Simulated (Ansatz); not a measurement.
# C2H2 (singlet): from Hartree-Fock to the top rungs, cc-pVTZ

One table from this session's results is given with a row withheld; the runs are named, their logs left out.

Method: cc-pVTZ, core rule «outside noble gas», up to 2 orbitals frozen; program: Ansatz 0.2.0, Gaussian basis.

Plan: UHF; CCSD(T) on RHF; BCCD(T) on RHF; CISD; CCSDT(Q) on RHF; CASSCF and MRCISD+Q, 10 electrons in 10 orbitals; CASSCF and MRCISD+Q(relaxed), 10 electrons in 10 orbitals; CASSCF and NEVPT2, 10 electrons in 10 orbitals.

11 further runs of the same task are left out: 1 that didn't finish, 10 set aside as unsound or not needed.

## What is computed

The geometry is an MP2(full)/6-31G* stationary point (not a proven minimum).

4 atoms, charge 0, spin multiplicity 1.

Atoms are counted from 1 here; the program's logs count them from 0.

Bond lengths: C1–C2 1.216 Å, C1–H4 1.066 Å, C2–H3 1.066 Å. Angles: C2–C1–H4 180.0°, C1–C2–H3 180.0°.

The first run:

File in.yaml:

```yaml
crystal:
  periodic: [false, false, false]
  atoms:
    - {symbol: C, position_ang: [0.000000, 0.000000, 0.608080]}
    - {symbol: C, position_ang: [0.000000, 0.000000, -0.608080]}
    - {symbol: H, position_ang: [0.000000, 0.000000, -1.673990]}
    - {symbol: H, position_ang: [0.000000, 0.000000, 1.673990]}
basis:
  gaussian: {orbitals: cc-pVTZ}
magnetization: {spin_polarized: true, initial_magnetization: 0}
hamiltonian: {xc: hf}
output: {orbitals: {seedname: orbitals}}
```

Command:

```bash
$ ansatz run in.yaml --threads 1 --pin off --events-out ev --progress --plain --max-ram 8192MiB --backend cpu
```

Steps of the session up to this table: UHF; CCSD(T) on RHF; BCCD(T) on RHF; CISD; CCSDT(Q) on RHF; CASSCF and MRCISD+Q, 10 electrons in 10 orbitals; CASSCF and MRCISD+Q(relaxed), 10 electrons in 10 orbitals; CASSCF and NEVPT2, 10 electrons in 10 orbitals.

One table of the session follows, with a row left open; its other results are not shown here.

| method | from RCCSDT(Q) (meV) |
| --- | --- |
| RHF | +9284.9 |
| RMP2 | ? |
| CISD | +1156.3 |
| RCCSD | +489.8 |
| RCCSD(T) | +34.9 |
| BCCD(T) | +34.0 |
| RCCSDT | +34.0 |
| RCCSDT(Q) | 0 |
| CASSCF valence | +5208.6 |
| NEVPT2 valence | +1010.1 |
| MRCISD valence | +327.7 |
| MRCISD+Q valence | +57.5 |
| MRCISD+Q(relaxed) valence | +26.4 |

Estimate the missing values for RMP2.

The run gave: from RCCSDT(Q) (meV): +808.8. In the column «from RCCSDT(Q) (meV)» it lies between RCCSD (+489.8) and NEVPT2 valence (+1010.1).
